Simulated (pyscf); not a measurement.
A first-order saddle from PySCF, ωB97X-D3(BJ)/def2-SVP:

```
Ga
C 1 1.9573
H 2 1.1007 1 110.28
H 2 1.1019 3 108.36 1 122.53
H 2 1.1020 3 108.03 4 116.41
C 1 1.9652 2 130.71 3 176.30
H 6 1.1016 1 111.45 2 -173.90
H 6 1.1022 7 107.80 1 -121.82
H 6 1.1024 7 108.10 8 -115.72
O 1 2.0027 2 108.96 3 -41.34
H 10 0.9657 1 116.21 2 -149.71
H 10 1.2309 11 111.35 1 72.24
C 12 1.4313 10 160.81 11 -120.10
H 13 1.1015 12 98.02 10 -114.89
H 13 1.1020 14 109.51 12 102.69
H 13 1.1088 14 105.11 15 112.44
```

Surface: singlet, charge 0. Lowest wavenumbers (cm⁻¹): 1403i, 56, 75, 79, 132.

Problem. Which two sides does it connect, and which bonds change?

Solution. H₃C–Ga(CH₃)–CH₃ (SMILES [CH3][Ga]([CH3])[CH3]) + H₂O (SMILES O) ⇌ CH₄ (SMILES C) + H₃C–Ga(CH₃)–OH (SMILES [CH3][Ga]([CH3])[OH]), a four-centre exchange read from left to right: C–Ga, H–O broken and C–H, Ga–O formed. At ωB97M-D3(BJ)/def2-TZVP it lies +10.2 kcal/mol from the left side and +33.1 kcal/mol from the right (each side as separated species at their lowest minima found). On the reactant side the descent ends in an adduct with a Ga–O contact, 13.1 kcal/mol under the separated species and 22.4 kcal/mol under the saddle at ωB97X-D3(BJ)/def2-TZVP. What is counted as formed (Ga–O) is already present as a longer contact in the reactant adduct; forming that adduct is a step of its own. This is the saddle that the search found; another between the same sides may lie lower. Elements up to Kr have no core potential and no relativistic terms here.
